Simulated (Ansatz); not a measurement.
Geometry optimisation, RKS PBE/6-31G* (Ansatz).

Input file:

```yaml
crystal:
  periodic: [false, false, false]
  atoms:
    - { symbol: Si, position_ang: [-0.7932, 0.252, -0.1373] }
    - { symbol: C, position_ang: [0.9089, -0.2267, 0.0352] }
    - { symbol: Cl, position_ang: [1.0131, -1.4667, 1.2864] }
    - { symbol: H, position_ang: [-1.6397, -0.8265, -0.5585] }
    - { symbol: H, position_ang: [-0.9515, 1.33, -1.2235] }
    - { symbol: H, position_ang: [-1.3774, 0.9026, 1.1053] }
    - { symbol: H, position_ang: [1.5833, 0.6126, 0.3317] }
    - { symbol: H, position_ang: [1.3487, -0.6345, -0.8951] }
basis:
  gaussian: { orbitals: "6-31G*" }
hamiltonian:
  xc: pbe
relax:
  f_tol: 0.02
  max_steps: 40
```

Launched with:

```bash
$ ansatz run input.yaml --threads 1 --pin off --max-ram 2048MiB --backend cpu --events-out ev --progress --plain --runs-dir out
```

Q: Where does it end, and by what steps?

A: The forces met the threshold. After 4 steps the energy has fallen by 0.290 eV; Si1 moved furthest, 0.10 Å.

```json
{"step": "0", "energy less start (eV)": "0.0000", "largest force component (eV/Å)": "2.886", "accepted": "yes"}
{"step": "1", "energy less start (eV)": "-0.2257", "largest force component (eV/Å)": "1.428", "accepted": "yes"}
{"step": "2", "energy less start (eV)": "-0.2888", "largest force component (eV/Å)": "0.162", "accepted": "yes"}
{"step": "3", "energy less start (eV)": "-0.2903", "largest force component (eV/Å)": "0.020", "accepted": "yes"}
{"step": "4", "energy less start (eV)": "-0.2904", "largest force component (eV/Å)": "0.004", "accepted": "yes"}
```

```xyz
8
Properties=species:S:1:pos:R:3
Si -0.870 0.315 -0.170
C 0.947 -0.227 0.040
Cl 1.088 -1.500 1.326
H -1.705 -0.860 -0.572
H -0.933 1.364 -1.245
H -1.380 0.889 1.115
H 1.591 0.615 0.340
H 1.355 -0.653 -0.890
```

Run time: 19 s on 1 CPU thread of a shared host.
